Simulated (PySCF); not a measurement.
**Gas-phase XPS of [S4]2+, computed**

Compound: [S4]2+ (charge +2).
Z-matrix (Å and degrees, PBE0-D3(BJ)/def2-SVP geometry), rows numbered from 1:
```
S 
S   1  2.0467
S   2  2.0467  1   90.01
S   3  2.0467  2   89.99  1    -0.08
```

The calculation used PySCF 2.14.0, delta-SCF UKS SCAN, pcX-2 on the ionised atom, pcseg-1 elsewhere, spin-free X2C. Each binding energy is the total energy of the core-ionised species, with the hole localised on one atom, minus that of the ground state; both are solved self-consistently, so orbital relaxation is included.

**Question.** Give the core binding energies atom by atom.

**Answer.** 
```csv
atom(s),bonded to,level,binding energy (eV),count
S1/S2/S3/S4,2 S,S 1s,2492.13,4
```

**Question.** Which photon energy gives electrons from S 1s of S1/S2/S3/S4 a kinetic energy of 150 eV, and what is their de Broglie wavelength?

**Answer.** hν = 2492.13 + 150 = 2642.13 eV, recoil neglected; λ = 12.264 Å/√(E/eV) = 1.00 Å.

The first atom of each set that the bonding makes equivalent was ionised and stands for the set. Not every level is listed. The species carries charge +2, so core ionisation leaves charge +3. The ion is multiply charged and computed without counter-ions or solvent.
